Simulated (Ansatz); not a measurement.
## [CH₃···H···CH₃], doublet in cc-pVDZ: errors against UCCSDT(Q)

Geometry: a point of a hydrogen-transfer path between rigid fragments, not a stationary point.

```xyz
9

C    -1.3761    0.0000    0.0000
H    -1.7393    1.0273    0.0000
H    -1.7393   -0.5137    0.8897
H    -1.7393   -0.5137   -0.8897
H     0.1669    0.0000    0.0000
C     1.4379    0.0000    0.0000
H     1.4379   -1.0800    0.0000
H     1.4379    0.5400    0.9353
H     1.4379    0.5400   -0.9353
```

Basis cc-pVDZ; Ansatz 0.2.0. Correlated methods freeze the noble-gas cores, which leaves 15 electrons in 61 orbitals. Prefix R: restricted or restricted open-shell reference; prefix U: unrestricted. Active spaces: pair = (3e, 3o) about the gap; frontier = (9e, 9o) about the gap.

Full CI isn't at hand for all of this; UCCSDT(Q) serves as the reference, and is uncertain by about the last step of the cluster series. The frozen core follows each run's orbitals, which can shift R against U totals by a few meV.

For open shells CISD is restricted-active-space CI with the open shells as a complete middle space.

The UHF ⟨S²⟩ is 0.800. The T1 diagnostic (RCCSD) is 0.0222, the largest doubles amplitude (RCCSD) is 0.072 and the T1 diagnostic (UCCSD) is 0.0136.

```
   level  E − E(RHF) (eV)
     UHF          -0.3108
    RMP2          -8.7028
    UMP2          -8.6257
   RCCSD          -9.8681
   UCCSD          -9.8779
RCCSD(T)         -10.1193
UCCSD(T)         -10.1172
```

Problem. Estimate how far UCCSDT(Q) in cc-pVDZ lies from RCCSD(T). The table doesn't fix it; the size of (T) and the diagnostics are the guide.

Solution. UCCSDT(Q) in cc-pVDZ lies 3.7 kJ/mol below RCCSD(T), which is 15 % of the (T) step (-24.2 kJ/mol). The diagnostics are small and one determinant leads, so the series closes fast and only a small part of (T) is left.

The other levels:

| level | E − E(UCCSDT(Q)) (kJ/mol) | share of correlation (%) | wall time |
| --- | --- | --- | --- |
| CISD | 122.1 | 87.54 | 11 s |
| BCCD(T) | 3.7 | 99.62 | 3.5 s |
| RCCSDT | 1.3 | 99.87 | – |
| UCCSDT | 1.2 | 99.88 | – |
| RCCSDT(Q) | 0.0 | 100.00 | 7.5 s (H100) |
| CASSCF (pair space) | 909.1 | 7.24 | – |
| NEVPT2 (pair space) | 135.8 | 86.15 | 0.91 s |
| MRCISD (pair space) | 104.7 | 89.32 | – |
| MRCISD+Q (pair space) | 14.6 | 98.51 | 1.6 s (H100) |

The correlation energy at UCCSDT(Q), counted from RHF, is -10.157 eV. That run took 6 s on 2 threads of AMD EPYC 7R13 with a shared H100 80 GB, shared host.

Run but not shown, since their state or frozen core can't be matched to the reference's or they repeat it: CASSCF (frontier space), NEVPT2 (frontier space), MRCISD (frontier space), MRCISD+Q (frontier space).

Times hold each run's SCF and search for its determinant on a shared host, so for small cases they say little of a method's own cost; rows without a card ran on 1 thread of AMD EPYC 7R13.
